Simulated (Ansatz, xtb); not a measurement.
## Relative energy of two isomers of ClH2NSi

Structure X: `[H]/N=[SiH]\Cl`, a singlet. Structure Y: `[H]/N=[SiH]/Cl`, a singlet. Both are isolated molecules in the gas phase, relaxed with r2SCAN-D4/def2-TZVP.

X (Å):

```tsv
atom	x (Å)	y (Å)	z (Å)
Cl	2.1501	-1.7931	0.2594
N	0.0160	0.7426	0.2204
Si	0.6368	-0.5834	-0.3838
H	0.3233	1.1886	1.0748
H	0.0968	-1.1280	-1.6347
```

Y (Å):

```xyz
5

Cl   -2.0321    2.8459    2.5997
N    -2.1028    1.6749   -0.2900
Si   -1.1755    2.1141    0.9237
H    -1.6895    1.3054   -1.1386
H     0.2908    2.1138    1.1345
```

Quicker runs give these differences E(Y) − E(X): GFN2-xTB −8.2 kJ/mol; HF/STO-3G +21.5 kJ/mol (at GFN2-xTB geometries); r2SCAN-D4/def2-SVP +15.8 kJ/mol (at GFN2-xTB geometries).

Estimate E(Y) − E(X) at the level CCSD(T)/def2-TZVPP.

Calculated at CCSD(T)/def2-TZVPP: E(Y) − E(X) = +10.9 kJ/mol, so structure X lies lower.

Level by level:

| level | geometry | E(Y) − E(X) (kJ/mol) | departure from the last row (kJ/mol) | job, with rough time for the two |
| --- | --- | --- | --- | --- |
| GFN2-xTB | GFN2-xTB | −8.2 | −19.1 | optimisation, 0.12 s |
| HF/STO-3G | GFN2-xTB | +21.5 | +10.5 | single point, 0.16 s |
| r2SCAN-D4/def2-SVP | GFN2-xTB | +15.8 | +4.9 | single point, 1.6 s |
| r2SCAN-D4/def2-TZVP | r2SCAN-D4/def2-TZVP | +11.3 | +0.4 | optimisation, 21 s |
| HF/def2-TZVPP | r2SCAN-D4/def2-TZVP | +9.6 | −1.4 | part of the CCSD(T) run |
| MP2/def2-TZVPP | r2SCAN-D4/def2-TZVP | +11.2 | +0.2 | part of the CCSD(T) run |
| CCSD(T)/def2-TZVPP | r2SCAN-D4/def2-TZVP | +10.9 |  | single point, 22 s |

As drawn, both hold the same kinds of bond in the same numbers.

GFN2-xTB puts the two in the other order. The largest departure from CCSD(T)/def2-TZVPP is that of GFN2-xTB, 19.1 kJ/mol.

With harmonic frequencies from r2SCAN-D4/def2-TZVP (ideal gas, rigid rotor, one conformer each, 298.15 K, 1 atm): the zero-point term adds −1.1 kJ/mol; ΔH is +9.8 and ΔG +9.9 kJ/mol.

The correlated steps freeze 11 core orbitals. Run with Ansatz 0.2.0, xtb 6.7.1; the last row on 2 threads of Arm Neoverse V2 on a shared host.
